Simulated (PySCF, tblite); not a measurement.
# C₃H₅FO₂: deprotonation, part 2 of 3

tblite 0.8.0 and PySCF 2.14.0. Atoms count from 0. Earlier steps stand in the parts before.

## Step 10: Single point (C₃H₅FO₂): wB97X-D3(BJ)/ma-def2-SVP in water

Geometry: BP86-D3(BJ)/def2-SVP.

The job: settings as JSON, then the geometry in Å.

```
{"job": {"kind": "sp", "xc": "wB97X", "basis": "ma-def2-SVP", "d3": "d3bj", "grid": 2, "solvent": "water"}, "charge": 0, "multiplicity": 1}
F     -0.562506    -1.784331    -0.762960
C     -0.883315    -0.559787    -0.174338
C     -0.128305     0.574118    -0.921074
O      0.743526     1.130220     0.059197
C      0.868520     0.139607     1.049970
O     -0.414904    -0.489498     1.131352
H     -1.990905    -0.486154    -0.164188
H      0.427388     0.121265    -1.774800
H     -0.799677     1.371451    -1.299367
H      1.101283     0.610367     2.025869
H      1.646553    -0.621149     0.782330
```

Output:

```text
final grid: 94504 points
cycle   1  E = -367.4387982813  dE = -9.308e-04  |g| = 1.825e-02  |ddm| = 1.842e-01
cycle   2  E = -367.4388738378  dE = -7.556e-05  |g| = 1.562e-02  |ddm| = 4.784e-02
cycle   3  E = -367.4389183424  dE = -4.450e-05  |g| = 2.886e-03  |ddm| = 1.483e-02
cycle   4  E = -367.4389235370  dE = -5.195e-06  |g| = 7.039e-04  |ddm| = 1.259e-02
cycle   5  E = -367.4389237255  dE = -1.884e-07  |g| = 2.438e-04  |ddm| = 1.823e-03
cycle   6  E = -367.4389237433  dE = -1.784e-08  |g| = 8.253e-05  |ddm| = 4.843e-04
cycle   7  E = -367.4389237453  dE = -1.965e-09  |g| = 3.330e-05  |ddm| = 1.803e-04
converged SCF energy = -367.4389237453
```

It took 9.4 s on 1 thread of Arm Neoverse N1, shared host; peak memory 0.63 GiB.

## Step 11: Single point (C₃H₄FO₂−, F[C-]1COCO1): wB97X-D3(BJ)/ma-def2-SVP in water

Geometry: BP86-D3(BJ)/def2-SVP.

The job: settings as JSON, then the geometry in Å.

```
{"job": {"kind": "sp", "xc": "wB97X", "basis": "ma-def2-SVP", "d3": "d3bj", "grid": 2, "solvent": "water"}, "charge": -1, "multiplicity": 1}
F     -0.095060    -1.793641    -0.720894
C     -0.922365    -0.616280    -0.276454
C     -0.210127     0.534045    -0.951914
O      1.005345     0.862705    -0.141620
C      0.851964     0.114906     1.038592
O     -0.487400    -0.392044     1.081663
H      0.111997     0.280081    -1.986845
H     -0.845894     1.453647    -0.979788
H      1.008543     0.762137     1.944118
H      1.600716    -0.728047     1.069025
```

Output:

```text
final grid: 89136 points
cycle   1  E = -366.8913452276  dE = -3.253e-03  |g| = 3.230e-02  |ddm| = 7.842e-01
cycle   2  E = -366.8917334509  dE = -3.882e-04  |g| = 2.124e-02  |ddm| = 2.687e-01
cycle   3  E = -366.8918541679  dE = -1.207e-04  |g| = 6.426e-03  |ddm| = 6.960e-02
cycle   4  E = -366.8918800640  dE = -2.590e-05  |g| = 3.941e-03  |ddm| = 7.565e-02
cycle   5  E = -366.8918855078  dE = -5.444e-06  |g| = 7.169e-04  |ddm| = 2.415e-02
cycle   6  E = -366.8918859397  dE = -4.319e-07  |g| = 3.209e-04  |ddm| = 4.954e-03
cycle   7  E = -366.8918860019  dE = -6.218e-08  |g| = 1.221e-04  |ddm| = 1.334e-03
cycle   8  E = -366.8918860118  dE = -9.837e-09  |g| = 4.696e-05  |ddm| = 6.535e-04
converged SCF energy = -366.8918860118
```

Run time: 8.9 s. Hardware: 1 thread of Arm Neoverse N1, shared host; peak memory 0.6 GiB.

## Step 12: Single point (C3H5FO2): wB97X-D3(BJ)/ma-def2-SVP in 1,4-dioxane

Geometry: BP86-D3(BJ)/def2-SVP.

The job: settings as JSON, then the geometry in Å.

```
{"job": {"kind": "sp", "xc": "wB97X", "basis": "ma-def2-SVP", "d3": "d3bj", "grid": 2, "solvent": "1,4-dioxane"}, "charge": 0, "multiplicity": 1}
F     -0.562506    -1.784331    -0.762960
C     -0.883315    -0.559787    -0.174338
C     -0.128305     0.574118    -0.921074
O      0.743526     1.130220     0.059197
C      0.868520     0.139607     1.049970
O     -0.414904    -0.489498     1.131352
H     -1.990905    -0.486154    -0.164188
H      0.427388     0.121265    -1.774800
H     -0.799677     1.371451    -1.299367
H      1.101283     0.610367     2.025869
H      1.646553    -0.621149     0.782330
```

Output:

```text
final grid: 94504 points
cycle   1  E = -367.4330540161  dE = -1.910e-04  |g| = 8.473e-03  |ddm| = 8.655e-02
cycle   2  E = -367.4330656934  dE = -1.168e-05  |g| = 7.624e-03  |ddm| = 1.904e-02
cycle   3  E = -367.4330758449  dE = -1.015e-05  |g| = 1.076e-03  |ddm| = 6.533e-03
cycle   4  E = -367.4330765292  dE = -6.843e-07  |g| = 3.353e-04  |ddm| = 4.081e-03
cycle   5  E = -367.4330765716  dE = -4.234e-08  |g| = 1.104e-04  |ddm| = 8.430e-04
cycle   6  E = -367.4330765753  dE = -3.684e-09  |g| = 3.894e-05  |ddm| = 2.190e-04
converged SCF energy = -367.4330765753
```

Wall time 8.5 s (1 thread of Arm Neoverse N1, shared host); peak memory 0.63 GiB.

## Step 13: Single point (C3H4FO2−, F[C-]1COCO1): wB97X-D3(BJ)/ma-def2-SVP in 1,4-dioxane

Geometry: BP86-D3(BJ)/def2-SVP.

The job: settings as JSON, then the geometry in Å.

```
{"job": {"kind": "sp", "xc": "wB97X", "basis": "ma-def2-SVP", "d3": "d3bj", "grid": 2, "solvent": "1,4-dioxane"}, "charge": -1, "multiplicity": 1}
F     -0.095060    -1.793641    -0.720894
C     -0.922365    -0.616280    -0.276454
C     -0.210127     0.534045    -0.951914
O      1.005345     0.862705    -0.141620
C      0.851964     0.114906     1.038592
O     -0.487400    -0.392044     1.081663
H      0.111997     0.280081    -1.986845
H     -0.845894     1.453647    -0.979788
H      1.008543     0.762137     1.944118
H      1.600716    -0.728047     1.069025
```

Output:

```text
final grid: 89136 points
cycle   1  E = -366.8437122665  dE = -7.166e-04  |g| = 1.637e-02  |ddm| = 4.390e-01
cycle   2  E = -366.8437763359  dE = -6.407e-05  |g| = 1.167e-02  |ddm| = 1.261e-01
cycle   3  E = -366.8438080175  dE = -3.168e-05  |g| = 2.646e-03  |ddm| = 3.201e-02
cycle   4  E = -366.8438108677  dE = -2.850e-06  |g| = 1.611e-03  |ddm| = 2.523e-02
cycle   5  E = -366.8438117287  dE = -8.610e-07  |g| = 2.576e-04  |ddm| = 1.079e-02
cycle   6  E = -366.8438117752  dE = -4.643e-08  |g| = 1.248e-04  |ddm| = 1.410e-03
cycle   7  E = -366.8438117828  dE = -7.608e-09  |g| = 4.501e-05  |ddm| = 6.626e-04
converged SCF energy = -366.8438117828
```

It took 8.2 s on 1 thread of Arm Neoverse N1, shared host; peak memory 0.6 GiB.

## Step 14: Relaxing the molecule with GFN2-xTB

This step treats C₃H₄FO₂−, `F[C@@H]1[CH-]OCO1`.

The job: settings as JSON, then the geometry in Å.

```
{"job": {"kind": "relax", "xc": "GFN2-xTB", "basis": "xTB"}, "charge": -1, "multiplicity": 1}
F     -0.546300    -1.790400    -0.768200
C     -0.894000    -0.551100    -0.197400
C     -0.110900     0.566500    -0.917900
O      0.741000     1.144800     0.038600
C      0.865300     0.135800     1.061300
O     -0.425900    -0.491200     1.122600
H     -1.990500    -0.480300    -0.175200
H     -0.788200     1.380500    -1.294300
H      1.110300     0.603500     2.024600
H      1.637200    -0.623800     0.787600
```

Output:

```text
step      E/eV     max force
  0    -583.81727    4.322
  1    -584.24090    1.075
  2    -584.28214    0.400
  3    -584.29626    0.306
  4    -584.30316    0.218
  5    -584.30719    0.255
  6    -584.31088    0.192
  7    -584.31317    0.128
  8    -584.31461    0.107
  9    -584.31545    0.079
 10    -584.31612    0.101
 11    -584.31669    0.089
 12    -584.31713    0.057
 13    -584.31744    0.048
 14    -584.31768    0.055
 15    -584.31795    0.057
 16    -584.31826    0.048
 17    -584.31861    0.064
 18    -584.31906    0.066
 19    -584.31966    0.102
 20    -584.32040    0.112
 21    -584.32127    0.097
 22    -584.32228    0.088
 23    -584.32346    0.111
 24    -584.32495    0.126
 25    -584.32666    0.119
 26    -584.32801    0.108
 27    -584.32865    0.155
 28    -584.32949    0.118
 29    -584.33005    0.078
 30    -584.33069    0.051
 31    -584.33091    0.049
 32    -584.33131    0.075
 33    -584.33171    0.081
 34    -584.33236    0.102
 35    -584.33372    0.122
 36    -584.33538    0.232
 37    -584.34056    0.204
 38    -584.34388    0.200
 39    -584.33977    0.936
 40    -584.34658    0.391
 41    -584.32457    0.717
 42    -584.35845    0.233
 43    -584.36360    0.257
 44    -584.36792    0.297
 45    -584.37591    0.275
 46    -584.38978    0.236
 47    -584.39414    0.256
 48    -584.40383    0.145
 49    -584.40677    0.108
 50    -584.40811    0.128
 51    -584.40908    0.094
 52    -584.40958    0.045
 53    -584.40981    0.030
 54    -584.40987    0.025
 55    -584.40993    0.017
 56    -584.40996    0.013
 57    -584.40998    0.010
 58    -584.40998    0.006
```

Wall time 0.34 s (1 thread of Arm Neoverse N1, shared host).

Along the way: (not every step is listed)

| step | energy from step 0 (eV) | largest force (eV/Å) |
| --- | --- | --- |
| 0 | 0.0000 | 4.3224 |
| 1 | -0.4236 | 1.0755 |
| 2 | -0.4649 | 0.3996 |
| 3 | -0.4790 | 0.3063 |
| 4 | -0.4859 | 0.2184 |
| 5 | -0.4899 | 0.2547 |
| 6 | -0.4936 | 0.1920 |
| 7 | -0.4959 | 0.1281 |
| 8 | -0.4973 | 0.1065 |
| 12 | -0.4999 | 0.0569 |
| 16 | -0.5010 | 0.0477 |
| 20 | -0.5031 | 0.1123 |
| 24 | -0.5077 | 0.1261 |
| 28 | -0.5122 | 0.1177 |
| 32 | -0.5140 | 0.0750 |
| 36 | -0.5181 | 0.2316 |
| 40 | -0.5293 | 0.3913 |
| 44 | -0.5507 | 0.2975 |
| 48 | -0.5866 | 0.1448 |
| 52 | -0.5923 | 0.0446 |
| 53 | -0.5925 | 0.0296 |
| 54 | -0.5926 | 0.0245 |
| 55 | -0.5927 | 0.0175 |
| 56 | -0.5927 | 0.0129 |
| 57 | -0.5927 | 0.0102 |
| 58 | -0.5927 | 0.0058 |

Distances of close pairs at the start and the end, largest changes first:

| bond | before (Å) | after (Å) | change (Å) |
| --- | --- | --- | --- |
| O3–C4 | 1.442 | 1.360 | -0.082 |
| C2–O3 | 1.405 | 1.486 | +0.080 |
| C1–C2 | 1.543 | 1.501 | -0.042 |
| C4–H8 | 1.099 | 1.124 | +0.026 |
| C4–O5 | 1.437 | 1.416 | -0.021 |
| F0–C1 | 1.408 | 1.423 | +0.015 |
| C4–H9 | 1.117 | 1.104 | -0.013 |
| C1–O5 | 1.402 | 1.413 | +0.011 |

The end geometry stands in the next job.

## Step 15: Vibrational analysis with GFN2-xTB

The job: settings as JSON, then the geometry in Å.

```
{"job": {"kind": "ir", "xc": "GFN2-xTB", "basis": "xTB"}, "charge": -1, "multiplicity": 1}
F     -0.715328    -1.764739    -0.972835
C     -0.882771    -0.534616    -0.277091
C     -0.226798     0.616277    -0.982382
O      1.100394     0.562769    -0.317061
C      0.876853     0.130677     0.953471
O     -0.258336    -0.715374     0.977491
H     -1.975576    -0.477122    -0.153441
H     -0.740426     1.523338    -0.546010
H      0.668422     0.977179     1.663086
H      1.751601    -0.424235     1.336507
```

Output:

```text
mode    cm-1     km/mol
  1     131.4      5.41
  2     215.4      0.46
  3     417.8      7.23
  4     457.7     10.14
  5     699.7      5.41
  6     735.3    172.60
  7     775.3     99.80
  8     865.1     15.96
  9     914.8    118.22
 10     950.4     25.80
 11     968.2    120.08
 12    1063.5    121.09
 13    1098.2     38.01
 14    1101.2     31.47
 15    1193.1      1.33
 16    1232.0     66.13
 17    1288.7     35.84
 18    1318.9     34.55
 19    1331.8     84.78
 20    1508.6     36.48
 21    2516.5    328.96
 22    2579.5    392.41
 23    2823.1    203.22
 24    2850.4    180.41
ZPE 173.677  H(298)-E 189.913  G(298)-E 98.145 kJ/mol  S 307.79 J/(mol K)
```

Run time: 0.35 s. Hardware: 1 thread of Arm Neoverse N1, shared host.

Which atoms move in the most intense modes:

| cm⁻¹ | km/mol | atoms |
| --- | --- | --- |
| 735 | 172.6 | C1 39 %, O5 20 %, F0 16 % |
| 915 | 118.2 | C1 35 %, O5 24 %, O3 15 %, C2 11 % |
| 968 | 120.1 | C4 50 %, O5 34 % |
| 1064 | 121.1 | C4 42 %, O3 38 % |
| 2516 | 329.0 | H7 89 % |
| 2580 | 392.4 | H8 87 % |
| 2823 | 203.2 | H9 91 % |
| 2850 | 180.4 | H6 93 % |

## Step 16: Geometry optimisation at BP86-D3(BJ)/def2-SVP

This step treats C₃H₄FO₂−, `F[C@@H]1[CH-]OCO1`.

The job, as its differences from that of step 15:

```diff
@@ -1,2 +1,2 @@
-{"job": {"kind": "ir", "xc": "GFN2-xTB", "basis": "xTB"}, "charge": -1, "multiplicity": 1}
+{"job": {"xc": "BP86", "basis": "def2-SVP", "d3": "d3bj", "grid": 1, "kind": "geom"}, "charge": -1, "multiplicity": 1}
 F     -0.715328    -1.764739    -0.972835
```

Output:

```text
step   0  E = -366.67873481  max force = 0.016426
step   1  E = -366.68156700  max force = 0.002848
step   2  E = -366.68172744  max force = 0.001152
step   3  E = -366.68174434  max force = 0.000760
step   4  E = -366.68174237  max force = 0.000325
optimisation converged
```

Wall time 35 s (1 thread of Arm Neoverse N1, shared host).

Relaxation path:

| step | energy from step 0 (eV) | largest force component (eV/Å) |
| --- | --- | --- |
| 0 | 0.0000 | 0.8447 |
| 1 | -0.0771 | 0.1465 |
| 2 | -0.0814 | 0.0592 |
| 3 | -0.0819 | 0.0391 |
| 4 | -0.0818 | 0.0167 |

Distances of close pairs at the start and the end, largest changes first:

| bond | before (Å) | after (Å) | change (Å) |
| --- | --- | --- | --- |
| C1–O5 | 1.413 | 1.453 | +0.040 |
| O3–C4 | 1.360 | 1.384 | +0.024 |
| F0–C1 | 1.423 | 1.446 | +0.023 |
| C1–C2 | 1.501 | 1.479 | -0.022 |
| C4–H8 | 1.124 | 1.143 | +0.019 |
| C4–H9 | 1.104 | 1.122 | +0.018 |
| C1–H6 | 1.101 | 1.118 | +0.017 |
| C4–O5 | 1.416 | 1.427 | +0.011 |

The next job starts from the end point, and lists it.

| at the end point | value |
| --- | --- |
| point group (found at 0.08 Å tolerance) | C1 |
| rotational constants (GHz, main isotopes) | 6.742, 3.533, 2.824 |

## Step 17: Single point (C3H4FO2−, F[C@@H]1[CH-]OCO1): wB97X-D3(BJ)/ma-def2-SVP

Geometry: BP86-D3(BJ)/def2-SVP.

The job: settings as JSON, then the geometry in Å.

```
{"job": {"kind": "sp", "xc": "wB97X", "basis": "ma-def2-SVP", "d3": "d3bj", "grid": 2}, "charge": -1, "multiplicity": 1}
F     -0.858519    -1.752777    -1.040996
C     -0.895177    -0.511467    -0.299293
C     -0.226237     0.638676    -0.945303
O      1.135601     0.525866    -0.342592
C      0.898515     0.091319     0.950083
O     -0.189363    -0.832249     0.929461
H     -1.982857    -0.362565    -0.087478
H     -0.700653     1.558976    -0.483447
H      0.616591     0.955691     1.642151
H      1.801364    -0.423769     1.373609
```

Output:

```text
coarse grid: 9000 points
cycle   1  E = -366.5426128927  dE =  8.143e-01  |g| = 9.209e-01  |ddm| = 3.399e+00
cycle   2  E = -366.5446950002  dE = -2.082e-03  |g| = 1.002e+00  |ddm| = 2.007e+00
cycle   3  E = -366.7179077009  dE = -1.732e-01  |g| = 6.446e-02  |ddm| = 9.277e-01
cycle   4  E = -366.7188579014  dE = -9.502e-04  |g| = 3.646e-02  |ddm| = 1.237e-01
cycle   5  E = -366.7191941844  dE = -3.363e-04  |g| = 1.042e-02  |ddm| = 8.676e-02
cycle   6  E = -366.7192335410  dE = -3.936e-05  |g| = 4.479e-03  |ddm| = 6.000e-02
cycle   7  E = -366.7192411247  dE = -7.584e-06  |g| = 1.286e-03  |ddm| = 3.157e-02
final grid: 89136 points
cycle   8  E = -366.7899965780  dE = -2.373e-05  |g| = 9.317e-03  |ddm| = 3.830e-02
cycle   9  E = -366.7899928014  dE =  3.777e-06  |g| = 1.074e-02  |ddm| = 1.871e-02
cycle  10  E = -366.7900127797  dE = -1.998e-05  |g| = 2.943e-04  |ddm| = 8.646e-03
cycle  11  E = -366.7900128372  dE = -5.744e-08  |g| = 2.267e-04  |ddm| = 5.519e-03
cycle  12  E = -366.7900128539  dE = -1.675e-08  |g| = 6.437e-05  |ddm| = 1.769e-03
cycle  13  E = -366.7900128582  dE = -4.285e-09  |g| = 3.037e-05  |ddm| = 1.493e-03
converged SCF energy = -366.7900128582
```

Wall time 8.7 s (1 thread of Arm Neoverse N1, shared host); peak memory 0.57 GiB.

## Step 18: Single point (C₃H₄FO₂−, F[C@@H]1[CH-]OCO1): wB97X-D3(BJ)/ma-def2-SVP in water

Geometry: BP86-D3(BJ)/def2-SVP.

The job, as its differences from that of step 17:

```diff
@@ -1,2 +1,2 @@
-{"job": {"kind": "sp", "xc": "wB97X", "basis": "ma-def2-SVP", "d3": "d3bj", "grid": 2}, "charge": -1, "multiplicity": 1}
+{"job": {"kind": "sp", "xc": "wB97X", "basis": "ma-def2-SVP", "d3": "d3bj", "grid": 2, "solvent": "water"}, "charge": -1, "multiplicity": 1}
 F     -0.858519    -1.752777    -1.040996
```

Output:

```text
final grid: 89136 points
cycle   1  E = -366.8909211362  dE = -3.943e-03  |g| = 3.787e-02  |ddm| = 7.328e-01
cycle   2  E = -366.8914259442  dE = -5.048e-04  |g| = 2.723e-02  |ddm| = 2.152e-01
cycle   3  E = -366.8916180398  dE = -1.921e-04  |g| = 7.826e-03  |ddm| = 5.242e-02
cycle   4  E = -366.8916611662  dE = -4.313e-05  |g| = 4.413e-03  |ddm| = 4.895e-02
cycle   5  E = -366.8916711583  dE = -9.992e-06  |g| = 1.106e-03  |ddm| = 1.970e-02
cycle   6  E = -366.8916722681  dE = -1.110e-06  |g| = 3.936e-04  |ddm| = 1.082e-02
cycle   7  E = -366.8916724391  dE = -1.709e-07  |g| = 1.965e-04  |ddm| = 6.566e-03
cycle   8  E = -366.8916724594  dE = -2.035e-08  |g| = 5.832e-05  |ddm| = 1.975e-03
cycle   9  E = -366.8916724614  dE = -2.026e-09  |g| = 2.375e-05  |ddm| = 4.650e-04
converged SCF energy = -366.8916724614
```

Wall time 9.7 s (1 thread of Arm Neoverse N1, shared host); peak memory 0.6 GiB.

## Step 19: Single point (C3H4FO2−, F[C@@H]1[CH-]OCO1): wB97X-D3(BJ)/ma-def2-SVP in 1,4-dioxane

Geometry: BP86-D3(BJ)/def2-SVP.

The job, as its differences from that of step 18:

```diff
@@ -1,2 +1,2 @@
-{"job": {"kind": "sp", "xc": "wB97X", "basis": "ma-def2-SVP", "d3": "d3bj", "grid": 2, "solvent": "water"}, "charge": -1, "multiplicity": 1}
+{"job": {"kind": "sp", "xc": "wB97X", "basis": "ma-def2-SVP", "d3": "d3bj", "grid": 2, "solvent": "1,4-dioxane"}, "charge": -1, "multiplicity": 1}
 F     -0.858519    -1.752777    -1.040996
```

Output:

```text
final grid: 89136 points
cycle   1  E = -366.8431324579  dE = -7.930e-04  |g| = 1.918e-02  |ddm| = 4.055e-01
cycle   2  E = -366.8432044215  dE = -7.196e-05  |g| = 1.497e-02  |ddm| = 1.025e-01
cycle   3  E = -366.8432552442  dE = -5.082e-05  |g| = 3.074e-03  |ddm| = 2.702e-02
cycle   4  E = -366.8432591307  dE = -3.886e-06  |g| = 1.621e-03  |ddm| = 1.634e-02
cycle   5  E = -366.8432603538  dE = -1.223e-06  |g| = 3.763e-04  |ddm| = 8.171e-03
cycle   6  E = -366.8432604673  dE = -1.135e-07  |g| = 1.349e-04  |ddm| = 3.203e-03
cycle   7  E = -366.8432604857  dE = -1.843e-08  |g| = 7.204e-05  |ddm| = 2.430e-03
cycle   8  E = -366.8432604891  dE = -3.374e-09  |g| = 2.233e-05  |ddm| = 1.174e-03
converged SCF energy = -366.8432604891
```

It took 9 s on 1 thread of Arm Neoverse N1, shared host; peak memory 0.6 GiB.

(Continued in part 3 of 3.)
